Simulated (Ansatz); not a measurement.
This Ansatz (an electronic-structure program) input (CCSD(T)/cc-pCVTZ) gives -95.03158 Eh with 142 basis functions. A basis named .json is the Basis Set Exchange file of that set (core-valence sets with the plain set on hydrogen).

Ansatz 0.2 input:
```yaml
crystal:
  periodic: [false, false, false]
  atoms:
    - {symbol: C, position_ang: [0.05713489, 0.62201518, 0.05144694]}
    - {symbol: N, position_ang: [-0.00528734, -0.81344612, 0.05212403]}
    - {symbol: H, position_ang: [-0.94857585, 1.06891843, 0.03510111]}
    - {symbol: H, position_ang: [-0.51054075, -1.09359063, -0.79570070]}
    - {symbol: H, position_ang: [0.58587122, 0.98412688, 0.93348780]}
    - {symbol: H, position_ang: [0.56744742, 1.00257708, -0.84643810]}
basis:
  gaussian:
    orbitals: cc-pCVTZ.json
magnetization: {spin_polarized: true, initial_magnetization: 1}
correlation: {method: ccsd_t, electrons: outside_noble_gas}
```

Change:
```diff
- orbitals: cc-pCVTZ.json
+ orbitals: cc-pVTZ
```

### Question
What does the run give now?

### Answer
-95.02844 Eh (CCSD(T)/cc-pVTZ, 116 functions), a change of +3.14 mEh.
